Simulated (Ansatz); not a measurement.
**Rhenium (dhcp) across density functionals**

All rows: Ansatz, plane waves with scalar-relativistic PAW, 420 eV (500 eV for the SCAN forms), relaxed under each functional, no dispersion correction, no zero-point motion. B₀ comes from uniform scaling at fixed shape; a dash is a value not given.

```csv
functional,V (Å³/atom),cell,B₀ (GPa),magnetic state,ΔE to hcp (meV/atom)
PBE,14.95,"a = 2.777 Å, c = 8.952 Å (c/a = 3.224)",363,spin not included,-1
r²SCAN,14.69,"a = 2.761 Å, c = 8.905 Å (c/a = 3.226)",388,spin not included,-2
PBEsol,14.55,"a = 2.753 Å, c = 8.870 Å (c/a = 3.222)",391,spin not included,-1
revPBE,15.06,"a = 2.784 Å, c = 8.975 Å (c/a = 3.224)",356,spin not included,-1
RPBE,15.11,"a = 2.787 Å, c = 8.985 Å (c/a = 3.224)",352,spin not included,-1
BLYP,15.53,"a = 2.815 Å, c = 9.054 Å (c/a = 3.217)",323,spin not included,1
```

Q: What does LDA give?

A: V (Å³/atom): 14.33; cell: a = 2.739 Å, c = 8.820 Å (c/a = 3.220); B₀ (GPa): 404; magnetic state: spin not included; ΔE to hcp (meV/atom): -1.
